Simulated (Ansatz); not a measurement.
# BP (triplet): wave-function methods side by side, def2-TZVPP

An exercise on one series of results from a longer session: the logs are not shown, and one member is left open.

The runs use Ansatz 0.2.0, Gaussian basis; def2-TZVPP, core rule «outside noble gas», up to 6 orbitals frozen.

The runs, in order: UHF; ROHF; CCSD(T) on UHF.

2 further runs of the same task are left out: 2 set aside as unsound or not needed.

### The system

The geometry is a PBE0/def2-TZVP stationary point (not a proven minimum) of the parent state, kept for this charge and spin.

2 atoms, charge 0, spin multiplicity 3.

Atoms are counted from 1 here; the program's logs count them from 0.

Bond lengths: B1–P2 1.654 Å.

Set-up of the first run:

File in.yaml:

```yaml
crystal:
  periodic: [false, false, false]
  atoms:
    - {symbol: B, position_ang: [0.000000, 0.000000, 0.000000]}
    - {symbol: P, position_ang: [0.000000, 0.000000, 1.653900]}
basis:
  gaussian: {orbitals: def2-TZVPP}
magnetization: {spin_polarized: true, initial_magnetization: 2}
hamiltonian: {xc: hf}
output: {orbitals: {seedname: orbitals}}
```

Started as:

```bash
$ ansatz run in.yaml --threads 1 --pin off --events-out ev --progress --plain --max-ram 2816MiB --backend cpu
```

Among the steps run: UHF; ROHF; CCSD(T) on UHF.

One table of the session follows, with a row left open; its other results are not shown here.

| method | from UCCSD(T) (kcal/mol) |
| --- | --- |
| ROHF | +138.11 |
| UHF | ? |
| UMP2 | +26.43 |
| UCCSD | +7.83 |
| UCCSD(T) | 0 |

Estimate the missing values for UHF.

**Answer.** from UCCSD(T) (kcal/mol): +134.37. In the column «from UCCSD(T) (kcal/mol)» it lies between UMP2 (+26.43) and ROHF (+138.11).
